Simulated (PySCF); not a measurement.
Two structures of BH₄ClO, singlet, reached by relaxing down either side of one saddle point (PBE0-D4/def2-TZVP). Energies are electronic, without zero-point energy. Program: PySCF 2.14 with density fitting (its default auxiliary sets; JK sets also for MP2 and CCSD(T)). Basis: def2-TZVPP and def2-QZVPP. Cores are frozen in the correlated methods. Extrapolation: Hartree–Fock as exp(−7.88 √X), correlation as X^−2.97. First:

```
7
angstrom
B 0.4344 -1.1004 0.2661
O -0.3085 -0.1462 -0.3443
H 1.2338 -0.7222 1.0672
H 0.2684 -2.2541 -0.0099
H -0.2469 1.7297 -0.0658
Cl -0.2563 3.0154 0.0851
H -0.9429 -0.4821 -0.9834
```

Second:

```xyz
7
angstrom
B 0.4385 -0.1942 0.5052
O -0.1385 -0.0327 -1.0329
H 1.4655 0.4203 0.4743
H 0.4818 -1.3813 0.6541
H -0.2751 0.9115 -1.1950
Cl -0.8511 0.6135 1.5434
H -1.0145 -0.4430 -1.0599
```

**Question.** Which bonds change from the first to the second?

**Answer.** BH₃O ([BH2][OH]) + HCl → BH₂Cl ([BH2][Cl]) + H₂O (still joined by a long B–O bond); bonds formed: B1–Cl6, O2–H5; bonds broken: H5–Cl6; bonds weakened to dative contacts: B1–O2.

**Question.** Give the saddle point's structure and its height above each. (Judge from chemistry; the value comes from the calculation.)

**Answer.** The calculation gives: 91.9 kJ/mol above the first and 84.1 kJ/mol above the second (CCSD(T) at an estimated basis limit (MP2 extrapolated from triple and quadruple zeta, plus CCSD(T) − MP2 in triple zeta)).
```
7
angstrom
B 0.3232 -0.3721 0.4552
O 0.2547 -0.1283 -1.0021
H 1.3668 -0.0861 0.9460
H -0.3946 -1.2209 0.8875
H -0.3315 0.9524 -0.5768
Cl -0.8015 1.5326 0.7107
H -0.4170 -0.6774 -1.4204
```

T1 diagnostic: at most 0.013.

Hydrogen chloride, the by-product of chloride precursors, can attack films and sites by steps of this kind.

Labels in which every atom is bracketed show which atoms are joined, not bond orders.

For scale, one of the runs: CCSD(T)/def2-TZVPP, 160 basis functions, launched by `OMP_NUM_THREADS=4 python run.py`. The run took 2.6 min on 4 CPU threads of an AMD EPYC (shared host), with 1.2 GiB of host memory at its peak.
